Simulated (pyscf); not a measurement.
## Hydrogen abstraction: PH₃ + O [triplet] -> PH₂• + OH•

Gas phase, triplet surface, charge 0. Bonds broken: P1–H2. Bonds formed: H2–O5. Single points on ωB97X-D3(BJ)/def2-SVP structures (PySCF, gas phase). MP2 and CC: frozen core, UHF for open shells. ΔMP2 is the change of the MP2 total energy from the triple- to the quadruple-zeta basis.

Transition state (Å):

```xyz
5

P      0.3658     1.2326    -0.0693
H      0.5760     0.3259    -1.2347
H      0.8183     0.2847     0.8909
H     -1.0046     0.8854     0.0943
O      0.3353    -1.0548    -1.7173
```

One imaginary mode, 717i cm⁻¹; descent along it reached the two sides named.

```csv
bond,change,reactant side (Å),saddle,product side
P1–H2,breaks,1.424,1.491,2.8
H2–O5,forms,2.535,1.482,0.980
```

Electronic energies relative to the separated reactants (eV):

| level | barrier | reaction energy | reverse barrier |
|---|---|---|---|
| ωB97X-D3(BJ)/def2-TZVP | 0.06 | -0.77 | 0.83 |
| PBE/def2-TZVP | -0.43 | -1.02 | 0.59 |
| r²SCAN/def2-TZVP | -0.25 | -0.98 | 0.73 |
| B3LYP-D3(BJ)/def2-TZVP | -0.14 | -0.87 | 0.73 |
| PBE0-D3(BJ)/def2-TZVP | -0.08 | -0.85 | 0.77 |
| M06-2X/def2-TZVP | 0.09 | -0.83 | 0.91 |
| ωB97M-D3(BJ)/def2-TZVP | 0.10 | -0.76 | 0.86 |
| HF/def2-TZVP | 0.83 | -0.14 | 0.97 |
| MP2/def2-QZVPP | 0.36 | -0.89 | 1.25 |
| CCSD/def2-TZVPP | 0.33 | -0.73 | 1.06 |
| CCSD(T)/def2-TZVPP | 0.25 | -0.76 | 1.01 |
| CCSD(T)/def2-TZVPP + ΔMP2(QZVPP) | 0.23 | -0.81 | 1.04 |

With CCSD(T)/def2-TZVPP + ΔMP2(QZVPP) energies and thermal terms (ideal gas, 1 atm, RRHO with modes under 100 cm⁻¹ raised to 100, one conformer, R ln 2 for rigid chiral ones), in eV:

```json
[
 {"T (K)": "298", "ΔH‡": "0.14", "ΔG‡": "0.41", "ΔH": "-0.85", "ΔG": "-0.93"},
 {"T (K)": "600", "ΔH‡": "0.14", "ΔG‡": "0.68", "ΔH": "-0.84", "ΔG": "-1.03"},
 {"T (K)": "900", "ΔH‡": "0.13", "ΔG‡": "0.95", "ΔH": "-0.85", "ΔG": "-1.12"},
 {"T (K)": "1200", "ΔH‡": "0.13", "ΔG‡": "1.23", "ΔH": "-0.88", "ΔG": "-1.20"}
]
```

At PBE, r²SCAN, B3LYP-D3(BJ), PBE0-D3(BJ) this geometry lies under the reactants; that is no barrier but a single point on another level's saddle; such a level's own saddle, if it has one, lies nearer that side and is low. PH₂• + OH• also meet on a surface of lower spin, which isn't treated here. One saddle was located; it need not be the lowest between these sides. The angle at the transferred H is 143°. The CCSD(T) − MP2 part came from Ansatz, without density fitting, on the same reference. Left out: orbital degeneracy and the spin-orbit lowering of OH, O.
